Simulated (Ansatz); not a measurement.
Ansatz (a quantum-chemistry and plane-wave program) input (HF/3-21G): The .json file is the Basis Set Exchange's 3-21G.

Ansatz 0.2 input:
```yaml
crystal:
  periodic: [false, false, false]
  atoms:
    - {symbol: O, position_ang: [-0.02442974, 0.65299425, 0.02901803]}
    - {symbol: O, position_ang: [0.02442974, -0.65299425, -0.02901803]}
    - {symbol: H, position_ang: [0.92959641, 0.94278890, -0.02174973]}
    - {symbol: H, position_ang: [-0.92959641, -0.94278890, 0.02174973]}
basis:
  gaussian:
    orbitals: 3-21G.json
hamiltonian:
  xc: {name: HF}
total_charge: 1
magnetization: {spin_polarized: true, initial_magnetization: 1}
relax: {f_tol: 0.003, max_steps: 120}
```

Output:

```
Functional definition: HF
integrals: 0.00 GiB planned
227 factors; integrals over basis functions are off by at most 1.2e-4 eV
mean field: 0.05 GiB planned
mean field evaluation 1: about -4069.0828 eV, gradient 1.6e1 eV
mean field evaluation 2: about -4069.2111 eV, gradient 1.6e1 eV
mean field evaluation 4: about -4070.1450 eV, gradient 1.1e0 eV
mean field evaluation 8: about -4070.1563 eV, gradient 6.1e-3 eV
mean field evaluation 16: about -4069.7010 eV, gradient 3.3e0 eV
mean field evaluation 32: about -4067.5942 eV, gradient 1.6e1 eV
mean field -4070.15632328 eV, -149.5754860296 hartree, gradient 1.5e-5 eV, S^2 0.759717; 0 other end points of the search recorded, 0 dependent functions left out
the calculation of the forces begins
reference -4070.15632328 eV, -149.5754860296 hartree; 9, 8 occupied and 13, 14 virtual orbitals, 227 factors
relax step   1: F+E_penalty+E_count = -4070.15632328 eV  Δ(F+E_penalty+E_count) = +0.000e0 eV  max|allowed force component| = 1.996e0 eV/Å  Δτ_max = 0.0000 Å  (79 SCF iters, accepted)
these checks for a lower state are left out or cut short: starts, cluster_reference, orbital_swaps, neighbouring_geometries, increment
integrals: 0.00 GiB planned
227 factors; integrals over basis functions are off by at most 1.2e-4 eV
mean field: 0.05 GiB planned
mean field evaluation 64: about -4070.2124 eV, gradient 2.0e-4 eV
mean field -4070.21239299 eV, -149.5775465533 hartree, gradient 2.5e-5 eV, S^2 0.761200; 1 other end points of the search recorded, 0 dependent functions left out
the calculation of the forces begins
reference -4070.21239299 eV, -149.5775465533 hartree; 9, 8 occupied and 13, 14 virtual orbitals, 227 factors
WARN: the results are in doubt because the forces break the atoms' symmetry
relax step   2: F+E_penalty+E_count = -4070.21239299 eV  Δ(F+E_penalty+E_count) = -5.607e-2 eV  max|allowed force component| = 1.096e0 eV/Å  Δτ_max = 0.0272 Å  (107 SCF iters, accepted)
these checks for a lower state are left out or cut short: starts, cluster_reference, orbital_swaps, neighbouring_geometries, increment
integrals: 0.00 GiB planned
227 factors; integrals over basis functions are off by at most 1.2e-4 eV
mean field: 0.05 GiB planned
mean field -4070.22761213 eV, -149.5781058465 hartree, gradient 3.6e-5 eV, S^2 0.763328; 0 other end points of the search recorded, 0 dependent functions left out
the calculation of the forces begins
reference -4070.22761213 eV, -149.5781058465 hartree; 9, 8 occupied and 13, 14 virtual orbitals, 227 factors
relax step   3: F+E_penalty+E_count = -4070.22761213 eV  Δ(F+E_penalty+E_count) = -1.522e-2 eV  max|allowed force component| = 1.045e0 eV/Å  Δτ_max = 0.0099 Å  (73 SCF iters, accepted)
these checks for a lower state are left out or cut short: starts, cluster_reference, orbital_swaps, neighbouring_geometries, increment
integrals: 0.00 GiB planned
227 factors; integrals over basis functions are off by at most 1.3e-4 eV
mean field: 0.05 GiB planned
mean field -4070.28041372 eV, -149.5800462692 hartree, gradient 2.3e-5 eV, S^2 0.948146; 0 other end points of the search recorded, 0 dependent functions left out
the calculation of the forces begins
reference -4070.28041372 eV, -149.5800462692 hartree; 9, 8 occupied and 13, 14 virtual orbitals, 227 factors
relax step   4: F+E_penalty+E_count = -4070.28041372 eV  Δ(F+E_penalty+E_count) = -5.280e-2 eV  max|allowed force component| = 5.450e-1 eV/Å  Δτ_max = 0.1223 Å  (71 SCF iters, accepted)
these checks for a lower state are left out or cut short: starts, cluster_reference, orbital_swaps, neighbouring_geometries, increment
integrals: 0.00 GiB planned
227 factors; integrals over basis functions are off by at most 1.2e-4 eV
mean field: 0.05 GiB planned
mean field evaluation 96: about -4070.2918 eV, gradient 7.7e-3 eV
mean field -4070.29183321 eV, -149.5804659277 hartree, gradient 2.5e-5 eV, S^2 0.918285; 0 other end points of the search recorded, 0 dependent functions left out
the calculation of the forces begins
reference -4070.29183321 eV, -149.5804659277 hartree; 9, 8 occupied and 13, 14 virtual orbitals, 227 factors
relax step   5: F+E_penalty+E_count = -4070.29183321 eV  Δ(F+E_penalty+E_count) = -1.142e-2 eV  max|allowed force component| = 5.272e-1 eV/Å  Δτ_max = 0.0373 Å  (69 SCF iters, accepted)
these checks for a lower state are left out or cut short: starts, cluster_reference, orbital_swaps, neighbouring_geometries, increment
integrals: 0.00 GiB planned
227 factors; integrals over basis functions are off by at most 1.2e-4 eV
mean field: 0.05 GiB planned
mean field -4070.29605727 eV, -149.5806211590 hartree, gradient 1.7e-5 eV, S^2 0.945691; 0 other end points of the search recorded, 0 dependent functions left out
the calculation of the forces begins
reference -4070.29605727 eV, -149.5806211590 hartree; 9, 8 occupied and 13, 14 virtual orbitals, 227 factors
relax step   6: F+E_penalty+E_count = -4070.29605727 eV  Δ(F+E_penalty+E_count) = -4.224e-3 eV  max|allowed force component| = 6.057e-2 eV/Å  Δτ_max = 0.0119 Å  (65 SCF iters, accepted)
these checks for a lower state are left out or cut short: starts, cluster_reference, orbital_swaps, neighbouring_geometries, increment
integrals: 0.00 GiB planned
227 factors; integrals over basis functions are off by at most 1.2e-4 eV
[...]
the calculation of the forces begins
reference -4070.29605727 eV, -149.5806211590 hartree; 9, 8 occupied and 13, 14 virtual orbitals, 227 factors
relax step   6: F+E_penalty+E_count = -4070.29605727 eV  Δ(F+E_penalty+E_count) = -4.224e-3 eV  max|allowed force component| = 6.057e-2 eV/Å  Δτ_max = 0.0119 Å  (65 SCF iters, accepted)
these checks for a lower state are left out or cut short: starts, cluster_reference, orbital_swaps, neighbouring_geometries, increment
integrals: 0.00 GiB planned
227 factors; integrals over basis functions are off by at most 1.2e-4 eV
mean field: 0.05 GiB planned
mean field -4070.29670301 eV, -149.5806448896 hartree, gradient 1.6e-5 eV, S^2 0.974061; 0 other end points of the search recorded, 0 dependent functions left out
the calculation of the forces begins
reference -4070.29670301 eV, -149.5806448896 hartree; 9, 8 occupied and 13, 14 virtual orbitals, 227 factors
relax step   7: F+E_penalty+E_count = -4070.29670301 eV  Δ(F+E_penalty+E_count) = -6.457e-4 eV  max|allowed force component| = 5.446e-2 eV/Å  Δτ_max = 0.0075 Å  (67 SCF iters, accepted)
these checks for a lower state are left out or cut short: starts, cluster_reference, orbital_swaps, neighbouring_geometries, increment
integrals: 0.00 GiB planned
227 factors; integrals over basis functions are off by at most 1.3e-4 eV
mean field: 0.05 GiB planned
mean field evaluation 128: about -4070.2978 eV, gradient 1.7e-4 eV
mean field -4070.29781588 eV, -149.5806857866 hartree, gradient 2.2e-5 eV, S^2 1.090280; 0 other end points of the search recorded, 0 dependent functions left out
the calculation of the forces begins
reference -4070.29781588 eV, -149.5806857866 hartree; 9, 8 occupied and 13, 14 virtual orbitals, 227 factors
relax step   8: F+E_penalty+E_count = -4070.29781588 eV  Δ(F+E_penalty+E_count) = -1.113e-3 eV  max|allowed force component| = 1.375e-1 eV/Å  Δτ_max = 0.0330 Å  (61 SCF iters, accepted)
these checks for a lower state are left out or cut short: starts, cluster_reference, orbital_swaps, neighbouring_geometries, increment
integrals: 0.00 GiB planned
227 factors; integrals over basis functions are off by at most 1.3e-4 eV
mean field: 0.05 GiB planned
mean field -4070.29938170 eV, -149.5807433295 hartree, gradient 2.1e-5 eV, S^2 1.134562; 0 other end points of the search recorded, 0 dependent functions left out
the calculation of the forces begins
reference -4070.29938170 eV, -149.5807433295 hartree; 9, 8 occupied and 13, 14 virtual orbitals, 227 factors
relax step   9: F+E_penalty+E_count = -4070.29938170 eV  Δ(F+E_penalty+E_count) = -1.566e-3 eV  max|allowed force component| = 7.326e-2 eV/Å  Δτ_max = 0.0181 Å  (62 SCF iters, accepted)
these checks for a lower state are left out or cut short: starts, cluster_reference, orbital_swaps, neighbouring_geometries, increment
integrals: 0.00 GiB planned
227 factors; integrals over basis functions are off by at most 1.2e-4 eV
mean field: 0.05 GiB planned
mean field -4070.29959515 eV, -149.5807511735 hartree, gradient 2.1e-5 eV, S^2 1.123830; 0 other end points of the search recorded, 0 dependent functions left out
the calculation of the forces begins
reference -4070.29959515 eV, -149.5807511735 hartree; 9, 8 occupied and 13, 14 virtual orbitals, 227 factors
relax step  10: F+E_penalty+E_count = -4070.29959515 eV  Δ(F+E_penalty+E_count) = -2.134e-4 eV  max|allowed force component| = 5.441e-2 eV/Å  Δτ_max = 0.0067 Å  (62 SCF iters, accepted)
these checks for a lower state are left out or cut short: starts, cluster_reference, orbital_swaps, neighbouring_geometries, increment
integrals: 0.00 GiB planned
227 factors; integrals over basis functions are off by at most 1.2e-4 eV
mean field: 0.05 GiB planned
mean field evaluation 160: about -4070.2986 eV, gradient 1.5e-5 eV
mean field -4070.29863549 eV, -149.5807159069 hartree, gradient 1.5e-5 eV, S^2 1.238163; 0 other end points of the search recorded, 0 dependent functions left out
the calculation of the forces begins
reference -4070.29863549 eV, -149.5807159069 hartree; 9, 8 occupied and 13, 14 virtual orbitals, 227 factors
relax step  11: F+E_penalty+E_count = -4070.29863549 eV  Δ(F+E_penalty+E_count) = +9.597e-4 eV  max|allowed force component| = 1.026e-1 eV/Å  Δτ_max = 0.0384 Å  (61 SCF iters, rejected (line search))
these checks for a lower state are left out or cut short: starts, cluster_reference, orbital_swaps, neighbouring_geometries, increment
integrals: 0.00 GiB planned
227 factors; integrals over basis functions are off by at most 1.3e-4 eV
mean field: 0.05 GiB planned
mean field -4070.29988969 eV, -149.5807619976 hartree, gradient 4.7e-5 eV, S^2 1.145782; 0 other end points of the search recorded, 0 dependent functions left out
the calculation of the forces begins
reference -4070.29988969 eV, -149.5807619976 hartree; 9, 8 occupied and 13, 14 virtual orbitals, 227 factors
relax step  12: F+E_penalty+E_count = -4070.29988969 eV  Δ(F+E_penalty+E_count) = -2.945e-4 eV  max|allowed force component| = 1.185e-2 eV/Å  Δτ_max = 0.0076 Å  (52 SCF iters, accepted)
these checks for a lower state are left out or cut short: starts, cluster_reference, orbital_swaps, neighbouring_geometries, increment
integrals: 0.00 GiB planned
227 factors; integrals over basis functions are off by at most 1.2e-4 eV
mean field: 0.05 GiB planned
mean field -4070.29707354 eV, -149.5806585061 hartree, gradient 2.0e-5 eV, S^2 1.157970; 0 other end points of the search recorded, 0 dependent functions left out
the calculation of the forces begins
reference -4070.29707354 eV, -149.5806585061 hartree; 9, 8 occupied and 13, 14 virtual orbitals, 227 factors
relax step  13: F+E_penalty+E_count = -4070.29707354 eV  Δ(F+E_penalty+E_count) = +2.816e-3 eV  max|allowed force component| = 4.138e-1 eV/Å  Δτ_max = 0.0069 Å  (60 SCF iters, rejected (line search))
these checks for a lower state are left out or cut short: starts, cluster_reference, orbital_swaps, neighbouring_geometries, increment
integrals: 0.00 GiB planned
227 factors; integrals over basis functions are off by at most 1.3e-4 eV
mean field: 0.05 GiB planned
mean field -4070.29993080 eV, -149.5807635085 hartree, gradient 3.5e-5 eV, S^2 1.156416; 0 other end points of the search recorded, 0 dependent functions left out
the calculation of the forces begins
reference -4070.29993080 eV, -149.5807635085 hartree; 9, 8 occupied and 13, 14 virtual orbitals, 227 factors
relax step  14: F+E_penalty+E_count = -4070.29993080 eV  Δ(F+E_penalty+E_count) = -4.111e-5 eV  max|allowed force component| = 4.291e-3 eV/Å  Δτ_max = 0.0033 Å  (50 SCF iters, accepted)
these checks for a lower state are left out or cut short: starts, cluster_reference, orbital_swaps, neighbouring_geometries, increment
integrals: 0.00 GiB planned
227 factors; integrals over basis functions are off by at most 1.3e-4 eV
mean field: 0.05 GiB planned
mean field evaluation 192: about -4070.2999 eV, gradient 3.8e-5 eV
mean field -4070.29994171 eV, -149.5807639096 hartree, gradient 3.8e-5 eV, S^2 1.165222; 0 other end points of the search recorded, 0 dependent functions left out
the calculation of the forces begins
reference -4070.29994171 eV, -149.5807639096 hartree; 9, 8 occupied and 13, 14 virtual orbitals, 227 factors
relax step  15: F+E_penalty+E_count = -4070.29994171 eV  Δ(F+E_penalty+E_count) = -1.091e-5 eV  max|allowed force component| = 2.776e-3 eV/Å  Δτ_max = 0.0031 Å  (46 SCF iters, accepted)
these checks for a lower state are left out or cut short: starts, cluster_reference, orbital_swaps, neighbouring_geometries, increment
integrals: 0.00 GiB planned
227 factors; integrals over basis functions are off by at most 1.3e-4 eV
mean field: 0.05 GiB planned
mean field -4070.29994216 eV, -149.5807639259 hartree, gradient 2.5e-5 eV, S^2 1.165167; 0 other end points of the search recorded, 0 dependent functions left out
the calculation of the forces begins
reference -4070.29994216 eV, -149.5807639259 hartree; 9, 8 occupied and 13, 14 virtual orbitals, 227 factors
relax step  16: F+E_penalty+E_count = -4070.29994216 eV  Δ(F+E_penalty+E_count) = -4.444e-7 eV  max|allowed force component| = 2.262e-4 eV/Å  Δτ_max = 0.0002 Å  (40 SCF iters, accepted)
integrals: 0.00 GiB planned
227 factors; integrals over basis functions are off by at most 1.3e-4 eV
mean field: 0.05 GiB planned
mean field evaluation 224: about -4070.2529 eV, gradient 5.0e-1 eV
mean field evaluation 256: about -4068.5181 eV, gradient 2.5e-1 eV
mean field -4070.29994216 eV, -149.5807639259 hartree, gradient 2.5e-5 eV, S^2 1.165167; 3 other end points of the search recorded, 0 dependent functions left out
the calculation of the forces begins
reference -4070.29994216 eV, -149.5807639259 hartree; 9, 8 occupied and 13, 14 virtual orbitals, 227 factors
Total energy: -4070.29994216 eV, -149.5807639259 hartree
Atom 0 at    -0.011476     0.814006     0.034921 Å, force    -0.000028    -0.000039     0.000000 eV/Å
Atom 1 at    -0.002936    -0.798941    -0.033338 Å, force     0.000152     0.000013    -0.000009 eV/Å
Atom 2 at     0.987982     1.004657    -0.023004 Å, force     0.000102     0.000108    -0.000002 eV/Å
Atom 3 at    -0.973569    -1.019721     0.021421 Å, force    -0.000226    -0.000081     0.000012 eV/Å
Dipole moment:     0.060463     0.261912     0.007004 e Å
```

The dipole moment of an ion depends on the origin.

The determinant is spin-contaminated: <S^2> is 1.17 against 0.75 for a pure state.
